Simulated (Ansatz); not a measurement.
BSiNH$_{8}$, singlet: at a first-order saddle point.

Input (in.yaml):

```yaml
crystal:
  periodic: [false, false, false]
  atoms:
    - {symbol: B, position_ang: [-0.749915, -0.329656, -0.229511]}
    - {symbol: N, position_ang: [-0.996676, 1.141599, -0.720085]}
    - {symbol: H, position_ang: [-0.617461, -1.132653, -1.112582]}
    - {symbol: H, position_ang: [-1.384957, -0.648441, 0.739075]}
    - {symbol: H, position_ang: [0.148166, 0.703617, -0.134234]}
    - {symbol: Si, position_ang: [1.241995, -0.549513, 0.667091]}
    - {symbol: H, position_ang: [-1.637249, 1.712070, -0.195946]}
    - {symbol: H, position_ang: [-1.023413, 1.308473, -1.711225]}
    - {symbol: H, position_ang: [2.439653, -0.369914, -0.203438]}
    - {symbol: H, position_ang: [1.505944, 0.161650, 1.950821]}
    - {symbol: H, position_ang: [1.073914, -1.997233, 0.950134]}
basis:
  gaussian: {orbitals: def2-SVP}
hamiltonian: {xc: pbe, dispersion: d4}
```

Command:

```bash
ansatz run in.yaml --threads 2 --pin off --events-out ev --progress --plain --max-ram 4352MiB
```

Output of Ansatz 0.2.0:

```
Functional definition: PBE
  name "PBE"
  cite "Perdew, Burke & Ernzerhof, Phys. Rev. Lett. 77, 3865 (1996) doi:10.1103/PhysRevLett.77.3865"
  parent pbe
  parameter kappa = 0.804
  parameter beta = 0.06672455060314922
  exchange = pbe_x(kappa = kappa, mu = beta*pi^2/3)
  correlation = pbe_c(beta = beta)
986 factors; their error is unknown
mean field evaluation 1: about -10153.4662 eV, gradient 5.6e1 eV
mean field evaluation 2: about -10131.9393 eV, gradient 1.0e2 eV
mean field evaluation 4: about -10160.8700 eV, gradient 7.3e0 eV
mean field evaluation 8: about -10160.9859 eV, gradient 2.1e-1 eV
mean field evaluation 16: about -10160.9861 eV, gradient 2.3e-5 eV
mean field -10160.98605024 eV, -373.4093499827 hartree, gradient 2.3e-5 eV, S^2 0.000000; 0 other end points of the search recorded, 0 dependent functions left out
reference -10160.98608683 eV, -373.4093513271 hartree; 17, 17 occupied and 69, 69 virtual orbitals, 986 factors
Total energy: -10161.15510725 eV, -373.4155627130 hartree
```

The lines “mean field evaluation” count trial sets of orbitals through the whole run, from several starts and some on an approximate energy, so they need not fall steadily or lie above the final value.

Hardware: 2 CPU threads of an Arm Neoverse V1, shared host. Wall time about 1.1 s.
